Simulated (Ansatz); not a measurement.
Potential energy curve for SMILES CC#N (C2H3N). The C2–N6 bond (C2 also carries C; N6 carries nothing else) is pulled apart rigidly from the PBE0/def2-TZVP optimised geometry.

Levels of theory: RKS-PBE = Ansatz (a first-principles code) with restricted PBE/cc-pVTZ; UKS-PBE = unrestricted PBE/cc-pVTZ (Ansatz); UCCSD(T) = CCSD(T) on UHF/cc-pVTZ, frozen core (Ansatz).

Energies relative to the lowest point of each curve near equilibrium, in kcal/mol; the last columns give the difference from UCCSD(T):

```json
[
 {"R / Å": "0.87", "RKS-PBE": "223.4", "UKS-PBE": "223.4", "UCCSD(T)": "224.8", "RKS-PBE − UCCSD(T)": "-1.4", "UKS-PBE − UCCSD(T)": "-1.4"},
 {"R / Å": "0.92", "RKS-PBE": "135.1", "UKS-PBE": "135.1", "UCCSD(T)": "135.7", "RKS-PBE − UCCSD(T)": "-0.6", "UKS-PBE − UCCSD(T)": "-0.6"},
 {"R / Å": "0.96", "RKS-PBE": "85.2", "UKS-PBE": "85.2", "UCCSD(T)": "85.5", "RKS-PBE − UCCSD(T)": "-0.3", "UKS-PBE − UCCSD(T)": "-0.3"},
 {"R / Å": "1.03", "RKS-PBE": "30.7", "UKS-PBE": "30.7", "UCCSD(T)": "30.7", "RKS-PBE − UCCSD(T)": "0.1", "UKS-PBE − UCCSD(T)": "0.1"},
 {"R / Å": "1.10", "RKS-PBE": "5.7", "UKS-PBE": "5.7", "UCCSD(T)": "5.6", "RKS-PBE − UCCSD(T)": "0.1", "UKS-PBE − UCCSD(T)": "0.1"},
 {"R / Å": "1.15", "RKS-PBE": "0.0", "UKS-PBE": "0.0", "UCCSD(T)": "0.0", "RKS-PBE − UCCSD(T)": "0.0", "UKS-PBE − UCCSD(T)": "0.0"},
 {"R / Å": "1.18", "RKS-PBE": "0.2", "UKS-PBE": "0.2", "UCCSD(T)": "0.2", "RKS-PBE − UCCSD(T)": "0.0", "UKS-PBE − UCCSD(T)": "0.0"},
 {"R / Å": "1.24", "RKS-PBE": "6.4", "UKS-PBE": "6.4", "UCCSD(T)": "7.1", "RKS-PBE − UCCSD(T)": "-0.7", "UKS-PBE − UCCSD(T)": "-0.7"},
 {"R / Å": "1.28", "RKS-PBE": "13.8", "UKS-PBE": "13.8", "UCCSD(T)": "15.3", "RKS-PBE − UCCSD(T)": "-1.5", "UKS-PBE − UCCSD(T)": "-1.5"},
 {"R / Å": "1.32", "RKS-PBE": "23.1", "UKS-PBE": "23.1", "UCCSD(T)": "25.3", "RKS-PBE − UCCSD(T)": "-2.2", "UKS-PBE − UCCSD(T)": "-2.2"},
 {"R / Å": "1.43", "RKS-PBE": "54.0", "UKS-PBE": "54.0", "UCCSD(T)": "58.1", "RKS-PBE − UCCSD(T)": "-4.1", "UKS-PBE − UCCSD(T)": "-4.1"},
 {"R / Å": "1.55", "RKS-PBE": "91.1", "UKS-PBE": "91.1", "UCCSD(T)": "96.8", "RKS-PBE − UCCSD(T)": "-5.7", "UKS-PBE − UCCSD(T)": "-5.7"},
 {"R / Å": "1.71", "RKS-PBE": "138.3", "UKS-PBE": "137.6", "UCCSD(T)": "143.4", "RKS-PBE − UCCSD(T)": "-5.1", "UKS-PBE − UCCSD(T)": "-5.8"},
 {"R / Å": "1.90", "RKS-PBE": "186.0", "UKS-PBE": "178.3", "UCCSD(T)": "184.4", "RKS-PBE − UCCSD(T)": "1.6", "UKS-PBE − UCCSD(T)": "-6.1"},
 {"R / Å": "2.05", "RKS-PBE": "216.4", "UKS-PBE": "202.0", "UCCSD(T)": "207.0", "RKS-PBE − UCCSD(T)": "9.4", "UKS-PBE − UCCSD(T)": "-5.0"},
 {"R / Å": "2.35", "RKS-PBE": "260.2", "UKS-PBE": "233.9", "UCCSD(T)": "231.0", "RKS-PBE − UCCSD(T)": "29.2", "UKS-PBE − UCCSD(T)": "2.9"},
 {"R / Å": "2.54", "RKS-PBE": "278.4", "UKS-PBE": "245.3", "UCCSD(T)": "236.5", "RKS-PBE − UCCSD(T)": "41.9", "UKS-PBE − UCCSD(T)": "8.8"},
 {"R / Å": "2.79", "RKS-PBE": "294.4", "UKS-PBE": "252.4", "UCCSD(T)": "239.4", "RKS-PBE − UCCSD(T)": "54.9", "UKS-PBE − UCCSD(T)": "13.0"},
 {"R / Å": "3.10", "RKS-PBE": "305.8", "UKS-PBE": "254.1", "UCCSD(T)": "240.7", "RKS-PBE − UCCSD(T)": "65.1", "UKS-PBE − UCCSD(T)": "13.4"},
 {"R / Å": "3.46", "RKS-PBE": "312.6", "UKS-PBE": "255.0", "UCCSD(T)": "241.2", "RKS-PBE − UCCSD(T)": "71.4", "UKS-PBE − UCCSD(T)": "13.8"},
 {"R / Å": "4.05", "RKS-PBE": "317.1", "UKS-PBE": "255.8", "UCCSD(T)": "241.5", "RKS-PBE − UCCSD(T)": "75.6", "UKS-PBE − UCCSD(T)": "14.3"}
]
```

RKS-PBE is furthest from UCCSD(T) at 4.05 (75.6 kcal/mol, above); its mean absolute difference over the points is 17.7 kcal/mol.

UKS-PBE is furthest from UCCSD(T) at 4.05 (14.3 kcal/mol, above); its mean absolute difference over the points is 4.7 kcal/mol.

The restricted form behind RKS-PBE keeps the bonding electrons paired and can't separate into open-shell fragments. The unrestricted solution behind UKS-PBE changes between 1.71 and 1.90 Å and between 2.05 and 2.35 Å and between 2.54 and 2.79 Å, which can leave a kink. The unrestricted determinant behind UKS-PBE is spin-contaminated at 1.71 to 4.05 Å (<S²> up to 2.4, against 0.00 for a pure singlet). The unrestricted solution behind UCCSD(T) changes between 1.32 and 1.43 Å and between 1.71 and 1.90 Å, which can leave a kink. The unrestricted determinant behind UCCSD(T) is spin-contaminated at 1.24 to 4.05 Å (<S²> up to 3.0, against 0.00 for a pure singlet).
